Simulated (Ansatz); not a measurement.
Relaxation of C$_{4}$H$_{9}$NO (15 atoms, charge 0, multiplicity 1), to a largest force component of 0.02 eV/Å in at most 40 steps.

These are results of RKS B3LYP-D4/STO-3G in Ansatz 0.2.0, not measurements.

```xyz
15
Properties=species:S:1:pos:R:3:forces:R:3
C -1.461 -0.001 -0.793 -5.05 4.07 -0.20
C -0.158 -0.338 -0.251 2.18 -0.98 2.93
N -0.041 -1.762 -0.052 0.12 -3.58 -1.46
C 0.437 0.426 0.982 -5.48 3.75 0.32
C 1.323 1.073 -0.020 2.18 2.07 0.83
O 0.923 0.188 -1.060 0.87 -1.12 -3.63
H -1.672 -0.449 -1.760 0.08 -0.69 -0.35
H -1.544 1.141 -0.978 0.31 -1.83 0.39
H -2.308 -0.221 -0.072 0.92 -0.15 -0.80
H -0.405 -2.104 0.855 -0.64 0.37 0.62
H 0.956 -2.055 -0.040 0.60 0.25 -0.12
H -0.328 1.106 1.477 0.97 -0.50 -0.55
H 0.816 -0.152 1.741 1.83 -2.29 2.17
H 1.061 2.129 -0.243 0.27 0.20 0.09
H 2.381 0.968 0.242 0.83 0.42 -0.22
```

Q: Where does it end, and by what steps?

A: The forces met the threshold. Limits of this set-up: minimal basis. After 9 steps the energy has fallen by 1.249 eV; H10 moved furthest, 0.48 Å.

```csv
step,energy less start (eV),largest force component (eV/Å),accepted
0,0.0000,5.481,yes
1,-1.1088,1.690,yes
2,-1.2204,0.563,yes
3,-1.2386,0.302,yes
4,-1.2382,0.285,no
5,-1.2460,0.140,yes
6,-1.2483,0.078,yes
7,-1.2411,0.383,no
8,-1.2488,0.038,yes
9,-1.2490,0.018,yes
```

```xyz
15
Properties=species:S:1:pos:R:3
C -1.555 -0.011 -0.740
C -0.113 -0.351 -0.243
N 0.046 -1.853 -0.212
C 0.398 0.513 0.988
C 1.419 1.131 -0.015
O 0.954 0.237 -1.125
H -1.740 -0.513 -1.702
H -1.663 1.075 -0.874
H -2.303 -0.355 -0.008
H -0.684 -2.201 0.475
H 0.960 -2.036 0.292
H -0.340 1.213 1.409
H 0.854 -0.083 1.796
H 1.254 2.207 -0.240
H 2.492 0.977 0.230
```

Whether the end is a true minimum wasn't checked by a vibrational analysis.

Run time: 26 s on 1 CPU thread of a shared host.
